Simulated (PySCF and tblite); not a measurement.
Results of a calculation; reference values are marked as such.
System: C4H5F, numbered as in [CH2:1]=[CH:2][C:3](=[CH2:4])[F:5].

Geometries: GFN2-xTB; energies: PBE0/pcSseg-2 + D3(BJ); zero-point and thermal terms from GFN2-xTB harmonic modes (soft modes blended into free rotors). Rates follow Eyring's equation with the number of equivalent paths and no tunnelling. Run with tblite and PySCF.

Task: Estimate the barrier and the room-temperature rate of the rotation about the C2–C3 bond (torsion C1–C2–C3–C4 from 180° to 360°, rising).

Result: The electronic barrier is 7.3 kcal/mol and ΔG‡(298 K) 7.3 kcal/mol, over a C1 saddle with an imaginary mode of 122i cm⁻¹ (GFN2-xTB). With 2 equivalent paths, k is 5.8×10⁷ s⁻¹, a mean lifetime of the start of 17 ns against this motion. The end lies 3.1 kcal/mol above the start in free energy.
